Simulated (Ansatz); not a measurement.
Two structures of CH7BO, closed shell, reached by relaxing down either side of one saddle point (PBE0-D4/def2-TZVP). Energies are electronic, without zero-point energy. Computed with Ansatz 0.2.0 (basis: def2-TZVPP and def2-QZVPP); correlated methods freeze the cores. Extrapolation: Hartree–Fock as exp(−7.88 √X), correlation as X^−2.97. First:

```
10
angstrom
B -1.0317 -0.1006 -1.2455
O -0.0311 0.0780 -0.3733
C 0.4145 -0.9509 0.4886
H -1.3291 0.8368 -1.9265
H -1.5872 -1.1655 -1.3187
H 0.8409 2.2252 0.8582
H 1.1063 2.7052 1.3659
H 1.4678 -1.1511 0.2835
H 0.3169 -0.6115 1.5214
H -0.1673 -1.8656 0.3462
```

Second:

B1  (-0.890, 0.893, -0.452)
O2  (0.468, -0.029, -0.540)
C3  (0.624, -0.969, 0.529)
H4  (-0.754, 1.646, -1.385)
H5  (-1.779, 0.085, -0.565)
H6  (1.222, 0.569, -0.570)
H7  (-0.824, 1.419, 0.640)
H8  (1.549, -1.528, 0.383)
H9  (0.618, -0.452, 1.490)
H10  (-0.233, -1.635, 0.469)
(Å)

**Question.** Which bonds change from the first to the second?

**Answer.** CH₅BO ([BH2][O][CH3]) + H₂ → CH₄O ([CH3][OH]) + BH₃ (still joined by a long B–O bond); bonds formed: B1–H7, O2–H6; bonds broken: H6–H7; bonds weakened to dative contacts: B1–O2.

**Question.** Give the saddle point's structure and its height above each. (An estimate is asked for; the value comes from the calculation.)

**Answer.** By the calculation: 1.734 eV above the first and 1.141 eV above the second (CCSD(T) at an estimated basis limit (MP2 extrapolated from triple and quadruple zeta, plus CCSD(T) − MP2 in triple zeta)).
```xyz
10
angstrom
B -0.7387 0.7982 -0.5359
O 0.5836 -0.0261 -0.5304
C 0.6178 -1.0975 0.3940
H -0.9602 1.2764 -1.6074
H -1.6199 0.3088 0.1107
H 0.4739 1.0923 0.0513
H -0.2469 1.7945 0.2214
H 1.6178 -1.5328 0.3743
H 0.3912 -0.7601 1.4120
H -0.1187 -1.8536 0.1099
```

The T1 diagnostic stays at or below 0.015.

Labels in which every atom is bracketed show which atoms are joined, not bond orders.

For scale, one of the runs: CCSD(T)/def2-TZVPP, 191 basis functions, launched by `ansatz run in.yaml --threads 2 --pin off --events-out ev --progress --plain --max-ram 4352MiB`. The run took 19 s on 2 CPU threads of an AMD EPYC 9R45 (shared host), with 2.2 GiB of host memory at its peak.
